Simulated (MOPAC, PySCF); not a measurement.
Potential energy curve for CH4O, SMILES CO. The O2–H6 bond (O2 also carries C; H6 carries nothing else) is varied alone, starting from the PBE0/def2-TZVP optimised geometry. Each curve is given relative to its own lowest point near equilibrium.

| R / Å | A | B | C |
|---|---|---|---|
| 0.76 | 42.0 | 17.7 | 37.7 |
| 0.82 | 17.8 | 9.0 | 14.7 |
| 0.86 | 8.4 | 4.9 | 6.1 |
| 0.90 | 2.9 | 2.1 | 1.6 |
| 0.94 | 0.4 | 0.5 | 0.0 |
| 0.96 | 0.0 | 0.1 | 0.1 |
| 0.99 | 0.3 | 0.0 | 1.2 |
| 1.02 | 1.6 | 0.5 | 3.3 |
| 1.06 | 4.3 | 1.9 | 7.1 |
| 1.10 | 8.0 | 4.2 | 11.9 |
| 1.19 | 18.5 | 12.2 | 24.9 |
| 1.28 | 30.6 | 22.9 | 39.5 |
| 1.43 | 51.3 | 44.5 | 64.2 |
| 1.59 | 72.0 | 68.7 | 88.9 |
| 1.73 | 88.1 | 88.7 | 108.3 |
| 1.90 | 105.1 | 110.2 | 129.0 |
| 2.12 | 123.2 | 132.7 | 151.5 |
| 2.33 | 137.1 | 149.1 | 169.1 |
| 2.60 | 151.2 | 164.5 | 187.5 |
| 2.85 | 161.2 | 174.5 | 201.0 |
| 3.37 | 175.8 | 187.8 | 221.2 |

Energies in kcal/mol.

**Question.** Assign the columns to these levels of theory: PM7, restricted, heats of formation in MOPAC; RHF/cc-pVDZ (PySCF 2.14.0); restricted CAM-B3LYP/cc-pVDZ in PySCF 2.14.0.

**Answer.** A is RKS-CAM-B3LYP; B is PM7; C is RHF.

The restricted form behind PM7, RKS-CAM-B3LYP, RHF keeps the bonding electrons paired and can't separate into open-shell fragments.
